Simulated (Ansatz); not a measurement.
**PH3S (SMILES [PH3]=S) at CCSD(T)/STO-3G**

What is the energy change on altering one bond length of PH3S at CCSD(T)/STO-3G? 

Program for the calculation: Ansatz 0.2.0.

47 further runs of the same task are left out: 47 set aside as unsound or not needed.

## 1. Starting point

PH3S: 5 atoms, total charge 0, spin state singlet. SMILES: `[PH3]=S`. The shape is that of a GFN2-xTB optimisation.

Bond lengths: P1–S2 1.914 Å, P1–H3 1.394 Å, P1–H4 1.394 Å, P1–H5 1.394 Å. Angles: S2–P1–H3 118.2°, S2–P1–H4 118.2°, S2–P1–H5 118.2°, H3–P1–H4 99.6°, H3–P1–H5 99.4°, H4–P1–H5 99.4°.

## 2. The energy at CCSD(T)/STO-3G

The input, job.yaml:

```yaml
crystal:
  periodic: [false, false, false]
  atoms:
    - {symbol: P, position_ang: [0.007920, -0.006600, 0.007660]}
    - {symbol: S, position_ang: [1.261690, -0.941140, 1.111260]}
    - {symbol: H, position_ang: [-1.166840, 0.461930, 0.594540]}
    - {symbol: H, position_ang: [-0.532470, -0.676580, -1.089190]}
    - {symbol: H, position_ang: [0.429710, 1.162380, -0.624270]}
basis:
  gaussian:
    orbitals: STO-3G
correlation:
  method: ccsd_t
  frozen_orbitals: {H: 0, P: 5, S: 5}
accuracy: high
scf:
  omitted_lower_state_checks: [cluster_reference, increment]
```

Run with:

```console
$ ansatz run job.yaml --threads 1 --pin off --max-ram 2610MiB --events-out events.jsonl --progress --plain --runs-dir runs
```

Output (excerpt; [...] marks lines left out):

```text
Warning: RAYON_NUM_THREADS=1 ignored (pool sized by the plan → 1); use --threads N
Functional definition: HF
  name "HF"
[...]
365 factors; integrals over basis functions are off by at most 2.7e-8 eV
[...]
mean field -19911.40478389 eV, -731.7306293730 hartree, gradient 5.7e-8 eV, S^2 0.000000; 0 other end points of the search recorded, 0 dependent functions left out
10 core orbitals not correlated: weight in the atoms' cores, before any rotation towards them, 1.000 or more for the frozen orbitals, at most 0.000 for the correlated occupied ones
reference -19911.40478389 eV, -731.7306293730 hartree; 7, 7 occupied and 4, 4 virtual orbitals, 365 factors
second order -1.65037516 eV of doubles, -0.00000000 eV of singles
cycle   1  -2.04088985 eV  change   -3.9e-1 eV  update   6.8e-2
[...]
cycle  17  -2.28987293 eV  change  -1.1e-10 eV  update  7.2e-10
perturbative correction -0.04780131 eV, -0.0017566659 hartree
Total energy: -19913.74245813 eV, -731.8165373169 hartree
Checks for a lower state left out: cluster_reference, increment
```

Run time: 0.14 s. Hardware: 1 thread of Intel Xeon 6975P-C (Granite Rapids), shared host.

## 3. The distorted shape

The input, input.yaml:

```yaml
basis:
  gaussian:
    orbitals: STO-3G
crystal:
  periodic: [false, false, false]
  atoms:
    - {symbol: P, position_ang: [0.301571, -0.123717, -0.139040]}
    - {symbol: S, position_ang: [1.555341, -1.058257, 0.964560]}
    - {symbol: H, position_ang: [-1.166840, 0.461930, 0.594540]}
    - {symbol: H, position_ang: [-0.238819, -0.793697, -1.235890]}
    - {symbol: H, position_ang: [0.723361, 1.045263, -0.770970]}
correlation:
  method: ccsd_t
  frozen_orbitals: {H: 0, P: 5, S: 5}
accuracy: high
scf:
  omitted_lower_state_checks: [cluster_reference, increment]
```

Run with:

```console
$ ansatz run input.yaml --threads 1 --pin off --max-ram 2610MiB --events-out events.jsonl --progress --plain --runs-dir runs
```

Output (excerpt; [...] marks lines left out):

```text
Warning: RAYON_NUM_THREADS=1 ignored (pool sized by the plan → 1); use --threads N
[... 2 set-up lines as earlier in the session ...]
[...]
365 factors; integrals over basis functions are off by at most 3.5e-8 eV
[...]
mean field -19910.12997918 eV, -731.6837811639 hartree, gradient 7.3e-8 eV, S^2 0.000000; 0 other end points of the search recorded, 0 dependent functions left out
10 core orbitals not correlated: weight in the atoms' cores, before any rotation towards them, 1.000 or more for the frozen orbitals, at most 0.000 for the correlated occupied ones
reference -19910.12997918 eV, -731.6837811639 hartree; 7, 7 occupied and 4, 4 virtual orbitals, 365 factors
second order -2.00351445 eV of doubles, -0.00000000 eV of singles
cycle   1  -2.47099788 eV  change   -4.7e-1 eV  update   9.1e-2
[...]
cycle  23  -2.82702848 eV  change   8.0e-11 eV  update  3.3e-10
perturbative correction -0.09131274 eV, -0.0033556811 hartree
Total energy: -19913.04832040 eV, -731.7910282257 hartree
Checks for a lower state left out: cluster_reference, increment
```

Wall time 0.16 s (1 thread of Intel Xeon 6975P-C (Granite Rapids), shared host).

## 4. What came out

At CCSD(T)/STO-3G, 10 core orbitals frozen:

| quantity | value |
| --- | --- |
| first shape: total energy | -731.81654 Eh |
| first shape: correlation energy (10 core orbitals frozen) | -85.9 mEh |
| first shape: (T) correction | -1.76 mEh |
| first shape: T1 diagnostic | 0.014 |
| distorted shape: total energy | -731.79103 Eh |
| distorted shape: correlation energy (10 core orbitals frozen) | -107.2 mEh |
| distorted shape: (T) correction | -3.36 mEh |
| distorted shape: T1 diagnostic | 0.020 |
| energy change with the P1–H3 bond stretched from 1.394 to 1.743 Å | 0.694 eV |

**Reading.** With the P1–H3 bond stretched from 1.394 to 1.743 Å the energy rises by 0.69 eV (16.0 kcal/mol). The first shape isn't relaxed at this level, so the change isn't measured from a minimum. The minimal basis adds a large error of its own. The triples (first shape) make up 2.0 % of the correlation energy. The triples (distorted shape) make up 3.1 % of the correlation energy.
